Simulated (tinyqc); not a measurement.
Worked calculation: Hueckel theory of the pi electrons with the omega technique, for the molecule C=CN=C (SMILES; centres numbered as the heavy atoms are written). One step of it, computed by the program tinyqc.

Problem. Omega technique, round 1. h_r = h_r(0) + omega q_r, omega = 0.6, with q_r = z_r - P_rr; 0.3 of the old diagonal is kept.

Hueckel matrix in units of beta (H = alpha + beta A):
```
,1C,2C,3N,4C
1C,0.000000,1.000000,0.000000,0.000000
2C,1.000000,0.000000,0.910000,0.000000
3N,0.000000,0.910000,0.460000,0.910000
4C,0.000000,0.000000,0.910000,0.000000
```

charge and bond-order matrix P:
```
,1C,2C,3N,4C
1C,1.021384,0.905913,-0.044909,-0.420533
2C,0.905913,0.980517,0.421037,-0.040867
3N,-0.044909,0.421037,1.201832,0.883162
4C,-0.420533,-0.040867,0.883162,0.796266
```

Centres:
```
centre,"z_r, pi electrons of the neutral centre",h
1C,1,0.000000
2C,1,0.000000
3N,1,0.460000
4C,1,0.000000
```

Give: matrix after round 1.

Solution.

matrix after round 1:
```
,1C,2C,3N,4C
1C,-0.0090,1.0000,0.0000,0.0000
2C,1.0000,0.0082,0.9100,0.0000
3N,0.0000,0.9100,0.3752,0.9100
4C,0.0000,0.0000,0.9100,0.0856
```
